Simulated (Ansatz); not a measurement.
Two isomers of C3H6FN: A = `C/C=N/CF`, B = `C=C(F)NC`.

Program: Ansatz. Geometries: PBE0-D4/def2-TZVP. ΔE: electronic, gas phase. CCSD(T)/CBS adds triple-zeta CCSD(T) − MP2 to the extrapolated MP2 energy (def2 sets, frozen cores). Functionals use def2-TZVPP. B3LYP here is the variant with VWN-RPA as its local correlation; programs differ in this. One conformer a species, not always the lowest.

A:

Z-matrix (Å, degrees):
```
C
C 1 1.485
H 1 1.095 2 110.2
H 1 1.094 2 110.2 3 -117.4
H 1 1.089 2 110.6 3 121.1
N 2 1.262 1 122.5 3 -119.4
H 2 1.103 1 116.4 3 60.5
C 6 1.426 2 117.4 1 178.2
F 8 1.373 6 109.2 2 131.8
H 8 1.101 6 113.4 2 12.0
H 8 1.095 6 109.0 2 -110.9
```

B:

```xyz
11

C     0.582    0.163    1.883
C     0.172   -0.372    0.738
F    -0.580   -1.481    0.749
N     0.457    0.019   -0.544
C    -0.600    0.029   -1.538
H     1.139    1.088    1.886
H     0.390   -0.343    2.817
H     1.046    0.836   -0.560
H    -0.163    0.250   -2.512
H    -1.384    0.767   -1.326
H    -1.059   -0.956   -1.592
```

Problem. Which isomer does CCSD(T)/CBS put lower? Give the gap. (Estimate.)

Solution. The calculation gave: A, by 13.4 kJ/mol.

Problem. Give E(B) − E(A) in kJ/mol with ωB97M-V, PBE-D4, B2PLYP, HF/def2-TZVPP, B3LYP, r2SCAN-D4, MP2/def2-TZVPP. (Estimate.)

Solution. The calculation gave: ωB97M-V 7.4, PBE-D4 5.5, B2PLYP 12.2, HF/def2-TZVPP 18.8, B3LYP 10.0, r2SCAN-D4 3.0, MP2/def2-TZVPP 12.9. None reverses the order clearly.

Problem. Does the order hold for the free energy at 298.15 K (harmonic terms from PBE0-D4)? (Best estimate.)

Solution. Ansatz gave: Yes: G(B) − G(A) = +15.0 kJ/mol, for one conformer each.

Largest T1 diagnostic: 0.012.

Leaving LDA and LC-ωPBE aside and taking each functional with its dispersion term where it has one, the values, not all of them listed here, spread over 9.5 kJ/mol, from r2SCAN0-D4 to B2PLYP. LDA lies −16.0 kJ/mol from PBE without D4.
